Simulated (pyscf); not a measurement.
Optimised with ωB97X-D3(BJ)/def2-SVPD in PySCF.

Question: PBE/def2-TZVPD puts the barrier of H₃C–CH₂–CH₂–Br (SMILES CCCBr) + Cl⁻ (SMILES [Cl-]) -> Br⁻ (SMILES [Br-]) + H₃C–CH₂–CH₂–Cl (SMILES CCCCl) (substitution at C; singlet surface; Br–C broken, C–Cl formed) at -0.24 eV and the reaction energy at -0.36 eV, from the separated reactants. What do B3LYP-D3(BJ)/def2-TZVPD, M06-2X/def2-TZVPD, ωB97M-D3(BJ)/def2-TZVPD give on the same structures?

Answer: B3LYP-D3(BJ): ΔE‡ = -0.21 eV, ΔE = -0.35 eV; M06-2X: ΔE‡ = -0.06 eV, ΔE = -0.42 eV; ωB97M-D3(BJ): ΔE‡ = 0.00 eV, ΔE = -0.38 eV. PBE's barrier lies under all of them, by 0.02 to 0.23 eV. Its reaction energy lies among theirs. On the reactant side the descent ends in a bound adduct, 0.55 eV under the separated species and 0.60 eV under the saddle at ωB97X-D3(BJ)/def2-TZVPD. On the product side the descent ends in a bound adduct, 0.48 eV under the separated species and 0.88 eV under the saddle at ωB97X-D3(BJ)/def2-TZVPD. At PBE, B3LYP-D3(BJ), M06-2X the saddle lies under the separated reactants, which points to a path from their complex (located at ωB97X-D3(BJ) alone). One saddle was located; it need not be the lowest between these sides. The angle at the attacked C is 164°. Elements up to Kr have no core potential and no relativistic terms here.
